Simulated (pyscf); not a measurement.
Four-centre exchange: H₂N–B(NH₂)–NH₂ (SMILES NB(N)N) + HF (SMILES F) → H₂N–B(NH₂)–F (SMILES NB(N)F) + NH₃ (SMILES N)

Gas phase, singlet surface, charge 0. Bonds broken: B1–N2, F11–H12. Bonds formed: B1–F11, N2–H12. Optimised with ωB97X-D3(BJ)/def2-SVP in PySCF.

Transition state (Å):

```xyz
12

B     -0.9165     0.2108    -0.0382
N     -0.0935     1.3866     0.5940
N     -0.1257    -0.8961    -0.5227
N     -2.1480     0.6044    -0.6813
H      0.9105     1.3222     0.4412
H     -0.4254     2.3135     0.3367
H      0.5980    -1.2391     0.1003
H     -0.6459    -1.6872    -0.8876
H     -2.7439     1.2404    -0.1615
H     -2.7173    -0.1504    -1.0498
F     -1.2792    -0.0834     1.8069
H     -0.5348     0.8956     1.5777
```

One imaginary mode, 907i cm⁻¹; descent along it reached the two sides named, in the forms told below.

```
bond     change  reactant side (Å)  saddle  product side
-------  ------  -----------------  ------  ------------
B1–N2    breaks              1.471   1.568         1.755
F11–H12  breaks              0.953   1.251         2.437
B1–F11    forms                3.0   1.903         1.416
N2–H12    forms              1.708   1.185         1.020
```

Electronic energies relative to the separated reactants (kcal/mol):

```csv
level,barrier,reaction energy,reverse barrier
ωB97X-D3(BJ)/def2-TZVP,11.9,-17.3,29.2
PBE/def2-TZVP,7.8,-17.9,25.7
r²SCAN/def2-TZVP,8.8,-18.8,27.6
B3LYP-D3(BJ)/def2-TZVP,12.1,-18.0,30.2
PBE0-D3(BJ)/def2-TZVP,10.3,-16.9,27.1
M06-2X/def2-TZVP,13.4,-17.5,30.8
ωB97M-D3(BJ)/def2-TZVP,11.6,-17.5,29.1
HF/def2-TZVP,27.3,-20.5,47.9
```

With ωB97M-D3(BJ)/def2-TZVP energies and thermal terms (ideal gas, 1 atm, RRHO with modes under 100 cm⁻¹ raised to 100, one conformer, R ln 2 for chiral ones without a mode under 150 cm⁻¹), in kcal/mol:

```csv
T (K),ΔH‡,ΔG‡,ΔH,ΔG
298,11.6,23.6,-16.8,-15.7
600,10.7,36.3,-17.7,-14.2
900,10.6,49.2,-18.3,-12.4
1200,10.8,62.0,-18.8,-10.3
```

On the reactant side the descent ends in a bound adduct, 11.6 kcal/mol under the separated species and 23.5 kcal/mol under the saddle at ωB97X-D3(BJ)/def2-TZVP. On the product side the descent ends in an adduct with a B–N contact, 3.6 kcal/mol over the separated species and 25.6 kcal/mol under the saddle at ωB97X-D3(BJ)/def2-TZVP. What is counted as broken (B–N) persists as a longer contact in the product adduct; parting that adduct is a step of its own. One saddle was located; it need not be the lowest between these sides.
